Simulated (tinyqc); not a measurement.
Orbital energy against energy difference: ionisation energy by orbital energies and by energy differences in the cc-pvdz basis, for CH4, spin multiplicity 1. Computed by the program tinyqc with PySCF. Command: `OMP_NUM_THREADS=1 python tinyqc.py 115655 115656 out.jsonl`; one thread of a shared host (Intel(R) Xeon(R) Processor @ 2.60GHz), about 30 s.

Geometry (angstrom):

| atom | x | y | z |
|---|---|---|---|
| C | 0.0000 | 0.0000 | 0.0000 |
| H | 0.6040 | 0.6040 | 0.6040 |
| H | 0.6040 | -0.6040 | -0.6040 |
| H | -0.6040 | 0.6040 | -0.6040 |
| H | -0.6040 | -0.6040 | 0.6040 |

CCSD(T) difference in the same basis = 14.4692 eV

IP-EOM-CCSD = 14.4483 eV

The cation is unrestricted; errors are against CCSD(T) in this basis, not against experiment.

First vertical ionisation energy (eV):

| method | -e(HOMO) | E(cation) - E | error of -e(HOMO) | error of the difference |
|---|---|---|---|---|
| HF | 15.0692 | 13.542814 | 0.6000 | -0.9264 |
| LDA | 9.4659 | 14.422959 | -5.0033 | -0.0462 |
| PBE | 9.4569 | 14.320376 | -5.0122 | -0.1488 |
| B3LYP | 10.8164 | 14.483241 | -3.6528 | 0.0140 |
| PBE0 | 11.0757 | 14.411589 | -3.3935 | -0.0576 |
| CAM-B3LYP | 12.5912 | 14.493877 | -1.8780 | 0.0247 |
| LC-wPBE | 14.0968 | 14.535324 | -0.3724 | 0.0661 |

Koopmans errs by +0.60 eV and Delta-HF by -0.93 eV: relaxation, 1.53 eV, lowers the value and the missing correlation difference works against it. The PBE level is off by -5.0 eV through the wrong tail of its potential, though its energy difference is off by -0.15 eV; exact exchange deepens the level, and among the orbital energies LC-wPBE comes closest; among the differences B3LYP does.
